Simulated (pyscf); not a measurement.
Thermochemistry of product channels of fluoride (F⁻) + H₃C–I on the singlet surface, in kcal/mol, from CCSD(T)/def2-TZVPPD + ΔMP2(QZVPPD) energies (ideal gas, 1 atm, RRHO with modes under 100 cm⁻¹ raised to 100, one conformer, R ln 2 for rigid chiral ones). Optimised with ωB97X-D3(BJ)/def2-SVPD in PySCF. Correlated levels are frozen-core, on RHF or UHF. ΔMP2 is the change of the MP2 total energy from the triple- to the quadruple-zeta basis.

```csv
products,ΔE,ΔH(298 K),ΔG(298 K),ΔG(600 K)
F–I + CH₃⁻,+77.9,+74.3,+72.1,+69.9
hydrogen fluoride (HF) + H₂C⁻–I,+19.2,+16.5,+13.8,+10.9
fluoromethane (H₃C–F) + I⁻,-45.4,-43.9,-43.4,-42.7
```

These are energies of the channels, which say nothing of barriers. The CCSD(T) − MP2 part came from Ansatz, without density fitting, on the same reference. The frozen core leaves the outer d or s,p core shells of the metals and heavy elements correlated in the MP2 and CC values, and def2-TZVPP describes them poorly, which can shift differences by a few kcal/mol. Elements past Kr carry the def2 core potentials, without spin-orbit coupling.
